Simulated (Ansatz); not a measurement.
# H4OSSi: the cost of one run

Method: PBE0-D4/def2-SVP; program: Ansatz 0.2.0, Gaussian basis.

**1. The system as given**

The start, a first-order saddle point found at PBE0-D4 in triple zeta: 7 atoms, charge 0, spin multiplicity 1.

Atoms are counted from 1 here; the program's logs count them from 0.

Bond lengths: Si1–S2 2.427 Å, Si1–O3 1.549 Å, Si1–H5 1.489 Å, Si1–H6 1.487 Å, S2–H4 1.423 Å, S2–H7 1.344 Å. Angles: S2–Si1–O3 89.5°, S2–Si1–H5 102.0°, S2–Si1–H6 100.7°, O3–Si1–H5 123.0°, O3–Si1–H6 122.9°, H5–Si1–H6 109.5°, Si1–S2–H4 60.5°, Si1–S2–H7 92.9°, H4–S2–H7 92.0°.

As a file:

```mol
H4OSSi
  3D, bonds by distance, orders not assigned

  7  6  0  0  0  0  0  0  0  0999 V2000
   -0.6853   -0.1310    0.5749 Si  0  0
    1.5199    0.0173   -0.4279 S   0  0
   -1.0244    1.2668    0.0008 O   0  0
    0.6202    1.1135   -0.5499 H   0  0
   -1.2075   -1.3970   -0.0096 H   0  0
   -0.3255   -0.3535    2.0009 H   0  0
    1.1025   -0.5161   -1.5891 H   0  0
  1  2  8  0
  1  3  8  0
  1  5  8  0
  1  6  8  0
  2  4  8  0
  2  7  8  0
M  END
```

**2. Dynamics**

Input file md/in.yaml:

```yaml
crystal:
  periodic: [false, false, false]
  atoms:
    - {symbol: Si, position_ang: [-0.685348, -0.131043, 0.574944]}
    - {symbol: S, position_ang: [1.519923, 0.017328, -0.427922]}
    - {symbol: O, position_ang: [-1.024356, 1.266784, 0.000769]}
    - {symbol: H, position_ang: [0.620227, 1.113459, -0.549888]}
    - {symbol: H, position_ang: [-1.207529, -1.396974, -0.009609]}
    - {symbol: H, position_ang: [-0.325462, -0.353514, 2.000853]}
    - {symbol: H, position_ang: [1.102544, -0.516140, -1.589146]}
basis:
  gaussian: {orbitals: def2-SVP}
hamiltonian: {xc: pbe0, dispersion: d4}
md: {n_steps: 40, timestep: 1.0, temperature: 700, ensemble: nvt_nose_hoover, seed: 802, initial_velocities: maxwell_boltzmann}
```

On the command line:

```bash
$ ansatz run in.yaml --threads 2 --pin off --events-out ev --progress --plain --max-ram 4352MiB
```

**Question.** How long does this run take on 2 threads of Arm Neoverse V1, shared host?

About 47 s.
